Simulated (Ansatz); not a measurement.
Basis-set series for C₄H₁₀N₂ (`C1CNCCN1`). The species carries charge 0 and has multiplicity 1. All single points use the PBE0-D4/def2-TZVP geometry. It is a higher conformer; a search finds a lower one.

| functional | basis | functions | energy (Eh) | HOMO (eV) | LUMO (eV) |
| --- | --- | --- | --- | --- | --- |
| PBE0-D4 | def2-TZVPP | 326 | -267.71866 | -6.23 | 1.00 |
| PBE0-D4 | def2-QZVPP | 642 | -267.73411 | -6.28 | 0.61 |
| ωB97M-V | def2-TZVPP | 326 | -267.89988 | -8.60 | 2.43 |
| ωB97M-V | def2-QZVPP | 642 | -267.91486 | -8.64 | 1.76 |

(1) Give the rows for def2-SVP. (Estimate.)

Answers

(1) Ansatz gave: 
```tsv
functional	basis	functions	energy (Eh)	HOMO (eV)	LUMO (eV)
PBE0-D4	def2-SVP	134	-267.42426	-6.06	1.61
ωB97M-V	def2-SVP	134	-267.59123	-8.42	3.27
```

Positive LUMOs are unbound and depend on the basis.
